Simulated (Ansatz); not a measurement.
`[MgH2]`. The species carries charge 0 and has multiplicity 1. Correlated methods include outer-core shells of Mg, which these sets cover unevenly.

Z-matrix (Å, degrees):
```
Mg
H 1 1.704
H 1 1.704 2 180.0
```

**Question.** Give the diagnostics of a CCSD(T)/def2-TZVPP run (frozen core, Ansatz). (Best estimate.)

**Answer.** Computed: T1 = 0.0071, largest single amplitude 0.015, largest double 0.045, (T) share of the correlation energy 0.8 %, 8 CCSD cycles. The RHF solution is stable towards an unrestricted one. T1 lies under the customary mark of 0.02 for closed shells.
